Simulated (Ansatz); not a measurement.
## Other spins and charges of Si–CH2, singlet at one geometry

Geometry (PBE0/def2-TZVP stationary point for this spin, not checked as a minimum):

| atom | x (Å) | y (Å) | z (Å) |
| --- | --- | --- | --- |
| Si | 0.0000 | 0.0000 | 0.5957 |
| C | 0.0000 | 0.0000 | -1.1063 |
| H | 0.0000 | -0.9093 | -1.7078 |
| H | 0.0000 | 0.9093 | -1.7078 |

Basis 6-31G; Ansatz 0.2.0. Correlated methods freeze the noble-gas cores. Prefix R: restricted or restricted open-shell reference; prefix U: unrestricted. Active spaces: valence = (10e, 10o) chosen from the atoms' valence shells.

Gaps are energies of the second state less the first, at fixed atoms, for a selection of the levels run; each method lands on the state that its own search finds for that charge and spin.

Unrestricted rows (U, and Kohn–Sham where it breaks symmetry) aren't spin-pure: their determinants' ⟨S²⟩ exceeds S(S+1) by up to 0.30, so they mix in states of higher spin. A value is left out where its run failed or describes another state than the reference as far as symmetry and spin tell, or, spin-broken singlets apart, can't be checked.

Triplet less singlet: 2.032 eV at full CI (singlet A1, triplet A2, in C2v).

Large singles or doubles amplitudes warn of static correlation in the Si–CH2 singlet.

```
                 level  gap (eV)  error (meV)
                   RHF     1.012        -1020
                  RMP2     2.016          -16
                CISDTQ     2.010          -22
             RCCSDT(Q)     2.031           -1
NEVPT2 (valence space)     2.050           18
MRCISD (valence space)     2.037            5
                r2SCAN     1.823         -209
                  PBE0     1.799         -233
                B2PLYP     1.951          -81
               RPA-PBE     1.997          -35
```

Problem. PBE gives 9.006 eV for removing an electron, to the doublet. Estimate what full CI gives in 6-31G.

Solution. Full CI in 6-31G gives 8.456 eV, so against it PBE is off by 0.550 eV.

Large singles or doubles amplitudes warn of static correlation in the Si–CH2 singlet.

```json
{"level": "UHF", "gap (eV)": "7.580", "error (meV)": "-876", "⟨S²⟩ where 0.1 over S(S+1) (first / second)": "0.30 / –"}
{"level": "BCCD(T)", "gap (eV)": "8.448", "error (meV)": "-8", "⟨S²⟩ where 0.1 over S(S+1) (first / second)": "– / –"}
{"level": "CISDTQ", "gap (eV)": "8.437", "error (meV)": "-19", "⟨S²⟩ where 0.1 over S(S+1) (first / second)": "– / –"}
{"level": "RCCSDT(Q)", "gap (eV)": "8.456", "error (meV)": "0", "⟨S²⟩ where 0.1 over S(S+1) (first / second)": "– / –"}
{"level": "RCCSDTQ", "gap (eV)": "8.455", "error (meV)": "-1", "⟨S²⟩ where 0.1 over S(S+1) (first / second)": "– / –"}
{"level": "MRCISD (valence space)", "gap (eV)": "8.443", "error (meV)": "-13", "⟨S²⟩ where 0.1 over S(S+1) (first / second)": "– / –"}
{"level": "r2SCAN", "gap (eV)": "8.957", "error (meV)": "501", "⟨S²⟩ where 0.1 over S(S+1) (first / second)": "– / –"}
{"level": "B3LYP", "gap (eV)": "8.907", "error (meV)": "451", "⟨S²⟩ where 0.1 over S(S+1) (first / second)": "– / –"}
{"level": "wB97M-V", "gap (eV)": "8.780", "error (meV)": "324", "⟨S²⟩ where 0.1 over S(S+1) (first / second)": "– / –"}
```

In so small a basis the reference is far from its limit while semilocal and hybrid functionals are nearer theirs (RPA and double hybrids share much of the reference's basis error), so the functionals' errors here hold much of the reference's basis and frozen-core error, which can add to them or hide them.

Full CI is exact within this basis and frozen core; it isn't the basis-set limit. The frozen core follows each run's orbitals, which can shift R against U totals by a few meV.
